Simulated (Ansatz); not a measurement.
Energy landscape of AlCl₃, singlet: umbrella (inversion) coordinate, bond length relaxed. Scanned: angle between the Al-Cl bonds and the threefold axis (90 = planar). Other coordinates (Al-Cl bond length) were minimised at B3LYP/def2-TZVP.

Computed with Ansatz (a quantum-chemistry and plane-wave program) with restricted PBE/cc-pVDZ.

Scanned values (°): 90, 93, 96, 99, 102, 105, 108, 111, 114, 117, 120, 123, 126, 129, 132.

Task: At which scan points does the profile have its minima and maxima, and how high do they lie?

Result: Lower than their neighbours: 90° (0.000 eV, end of the scan). Higher than their neighbours: 132° (4.458 eV, end of the scan). The whole profile spans 4.458 eV.
